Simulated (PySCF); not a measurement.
## Potential energy of AlP along the bond

Set-up: PySCF, no relativity, basis sets Al 6-31G(d,p), P 6-31G(d,p). Energies in eV from Al + P in their ground configurations at the same level. All curves are PBE0. state 1: ³Σ⁻ (triplet), unpaired electrons π ↑↑; state 2: ³Π (triplet), unpaired electrons σ ↑, π ↑, a second solution, started from another occupation; state 3: Ms = 0 determinant of mixed spin (⟨S²⟩ near 1.0), unpaired electrons σ ↓, π ↑, a second solution, started from another occupation; state 4: Ms = 0 determinant of mixed spin (⟨S²⟩ near 1.0), unpaired electrons π ↑↓, a mixture of terms (⟨Lz²⟩ = 2.0), a second solution, started from another occupation.

| R (Å) | state 1 | state 2 | state 3 | state 4 |
| --- | --- | --- | --- | --- |
| 2.103 | -1.540 | -2.063 | -1.929 | -1.202 |
| 2.200 | -1.896 | -2.155 | -2.008 | -1.558 |
| 2.298 | -2.089 | -2.122 | -1.960 | -1.751 |
| 2.372 | -2.156 | -2.044 | -1.868 | -1.817 |
| 2.445 | -2.174 | -1.936 | -1.746 | -1.833 |
| 2.518 | -2.152 | -1.808 | -1.603 | -1.811 |
| 2.616 | -2.080 | -1.620 | -1.395 | -1.736 |
| 2.738 | -1.943 | -1.376 | -1.126 | -1.595 |
| 2.885 | -1.737 | -1.092 | -0.808 | -1.383 |
| 3.081 | -1.437 | -0.764 | -0.421 | -1.070 |

Question: Put a parabola through the three lowest points of the state 1 curve and estimate Re, k and ωe (reduced mass 14.42 u; 1 eV/Å² = 0.16022 mdyn/Å; ωe = 1302.8·√(k/μ) cm⁻¹).

Answer: Through R = 2.372, 2.445, 2.518 Å the second-order coefficient is 3.75 eV/Å², so Re ≈ 2.441 Å, k ≈ 1.20 mdyn/Å and ωe ≈ 376 cm⁻¹. A polynomial fit of higher order to the unrounded PBE0 energies gives Re = 2.438 Å, k = 1.16 mdyn/Å, ωe = 370 cm⁻¹; anharmonicity and rounding make the difference.

The higher-order fit for each curve: state 1: Re = 2.438 Å, ωe = 370 cm⁻¹, De = 2.17 eV; state 2: Re = 2.217 Å, ωe = 473 cm⁻¹, minimum 2.16 eV below the ground-state fragments; state 3: Re = 2.205 Å, ωe = 494 cm⁻¹, minimum 2.01 eV below the ground-state fragments; state 4: Re = 2.436 Å, ωe = 373 cm⁻¹, minimum 1.83 eV below the ground-state fragments.

⟨S²⟩ of the unrestricted solution departs from its pure value on part of the curve, where spin states mix. The state is the lowest determinant that a PBE0 search found; another state may lie lower at other levels.
